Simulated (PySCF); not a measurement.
# CH5FS: the cost of one run

Program: PySCF 2.14.0. Level of theory: levels as typed in each script, gas phase, geometry from start geometry of a pair search. These are calculated values, not measurements.

### 1 Where the work starts

8 atoms, charge 0, spin multiplicity 1.

Bond lengths: F1–H2 0.932 Å, C3–S4 1.819 Å, C3–H5 1.087 Å, C3–H6 1.087 Å, C3–H7 1.086 Å, S4–H8 1.325 Å. Angles: S4–C3–H5 109.9°, S4–C3–H6 106.5°, S4–C3–H7 109.8°, H5–C3–H6 110.0°, H5–C3–H7 110.7°, H6–C3–H7 109.9°, C3–S4–H8 96.3°.

As a file:

```xyz
8

F    -2.70445    0.23946    0.01055
H    -3.57165   -0.08014   -0.10882
C     1.57795    0.95994   -0.00369
S     0.85351   -0.70847   -0.00305
H     1.27029    1.49643   -0.89766
H     2.65637    0.82758   -0.00247
H     1.27009    1.49531    0.88999
H    -0.40897   -0.31849    0.09486
```

### 2 Binding of the two fragments (CAM-B3LYP/6-31+g*)

input.py

```python
import numpy as np
from pyscf import gto, scf, dft
from pyscf.scf import atom_ks, atom_hf
from scipy.linalg import block_diag
from pyscf.dispersion import dftd3

def solve(mol, dm0=None, hcore=None):
    mf = (dft.UKS if mol.spin else dft.RKS)(mol, xc='camb3lyp')
    mf.grids.level = 3
    mf = mf.density_fit(auxbasis='def2-universal-jkfit')
    mf.conv_tol, mf.max_cycle = 1e-8, 80
    if hcore is not None:
        mf.get_hcore = lambda *args: hcore
    mf.kernel(dm0)
    if not mf.converged:
        mf = mf.newton().run(mf.mo_coeff, mf.mo_occ, max_cycle=30)
    assert mf.converged, 'SCF not converged'
    return mf

mol = gto.M(atom='''
F     -2.70445     0.23946     0.01055
H     -3.57165    -0.08014    -0.10882
C      1.57795     0.95994    -0.00369
S      0.85351    -0.70847    -0.00305
H      1.27029     1.49643    -0.89766
H      2.65637     0.82758    -0.00247
H      1.27009     1.49531     0.88999
H     -0.40897    -0.31849     0.09486
''', basis='6-31+g*', charge=0, spin=0, verbose=4)
mol_a = gto.M(atom='''
F     -2.70445     0.23946     0.01055
H     -3.57165    -0.08014    -0.10882
ghost-C      1.57795     0.95994    -0.00369
ghost-S      0.85351    -0.70847    -0.00305
ghost-H      1.27029     1.49643    -0.89766
ghost-H      2.65637     0.82758    -0.00247
ghost-H      1.27009     1.49531     0.88999
ghost-H     -0.40897    -0.31849     0.09486
''', basis='6-31+g*', charge=0, spin=0, verbose=4)
mol_b = gto.M(atom='''
ghost-F     -2.70445     0.23946     0.01055
ghost-H     -3.57165    -0.08014    -0.10882
C      1.57795     0.95994    -0.00369
S      0.85351    -0.70847    -0.00305
H      1.27029     1.49643    -0.89766
H      2.65637     0.82758    -0.00247
H      1.27009     1.49531     0.88999
H     -0.40897    -0.31849     0.09486
''', basis='6-31+g*', charge=0, spin=0, verbose=4)
ab, a, b = solve(mol), solve(mol_a), solve(mol_b)
e_int = ab.e_tot - a.e_tot - b.e_tot
print('counterpoise-corrected interaction energy / kcal/mol', e_int * 627.5095)
def disp(atoms, charge):
    m = gto.M(atom=atoms, charge=charge, basis='sto-3g', spin=None, unit='Bohr', verbose=0)
    return dftd3.DFTD3Dispersion(m, xc='camb3lyp', version='d3bj').get_dispersion()['energy']
e_disp = disp(mol._atom, mol.charge) - disp(mol._atom[:2], mol_a.charge) - disp(mol._atom[2:], mol_b.charge)
print('D3(BJ) part / kcal/mol', e_disp * 627.5095)
# spherically averaged free atoms, for the promolecule
atm = atom_ks.get_atm_nrks(mol, xc='camb3lyp')
pro = block_diag(*[(atm[a[0]][2] * atm[a[0]][3]) @ atm[a[0]][2].T for a in mol._atom])
np.savez('result.npz', e_int=e_int, e_disp=e_disp, dm_a=a.make_rdm1(), dm_b=b.make_rdm1(), c=ab.mo_coeff, occ=ab.mo_occ, eps=ab.mo_energy, pro=pro, d=[f.dip_moment(verbose=0) for f in (ab, a, b)])
```

Started as:

```bash
$ OMP_NUM_THREADS=1 python input.py
```

**Question.** How long does this run take on 1 thread of Intel Xeon Platinum 8488C (Sapphire Rapids), shared host, and how much memory does it need?

About 13 s, with a peak of 0.35 GiB.
